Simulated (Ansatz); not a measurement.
**A ladder of methods for CH5Al (SMILES [CH3][AlH2])**

The species is CH5Al (7 atoms), meant as a singlet with charge 0. SMILES: `[CH3][AlH2]`. Geometry: relaxed at PBE0-D4/def2-TZVP.

```xyz
7

C    -0.4485   -0.6956   -0.3555
Al    0.5629    0.7783    0.4247
H    -1.0631   -1.2196    0.3808
H    -1.1344   -0.3064   -1.1182
H     0.1934   -1.4255   -0.8556
H     0.0160    1.5493    1.7034
H     1.9348    1.2516   -0.2254
```

Quantity: the energy change with the C1–H4 bond stretched from 1.097 to 1.646 Å, in eV. The values are calculated.

```csv
level,kind,program,value (eV),less FCI/STO-3G,CPU time (all runs)
SVWN5/STO-3G (restricted),LDA,Ansatz,2.59,+0.18,1.6 s
PBE/STO-3G (restricted),GGA,Ansatz,2.47,+0.06,2.5 s
revPBE/STO-3G (restricted),GGA,Ansatz,2.42,+0.01,2.5 s
B3LYP/STO-3G (restricted),global hybrid,Ansatz,2.62,+0.21,2.6 s
r2SCAN0/STO-3G (restricted),hybrid meta-GGA,Ansatz,2.88,+0.47,5.6 s
CAM-B3LYP/STO-3G (restricted),range-separated hybrid,Ansatz,2.78,+0.37,2.8 s
CCSD(T)/STO-3G (restricted),coupled cluster or CI,Ansatz,2.42,+0.01,0.3 s
CCSD/STO-3G (restricted),coupled cluster or CI,Ansatz,2.43,+0.02,0.29 s
FCI/STO-3G,exact in the basis,Ansatz,2.41,0.00,26 s
```

FCI/STO-3G is exact within its basis and frozen core, so for wave-function methods in that basis the difference is their error; functionals converge differently with the basis, so for them it is only a difference. The first shape isn't each level's own minimum. The values span 2.41 to 2.88 eV. All rows use very small basis sets, so none should be taken for the real molecule's value. Times are those of the runs behind each value, whatever else they computed, on shared processors of several kinds: orders of magnitude only.
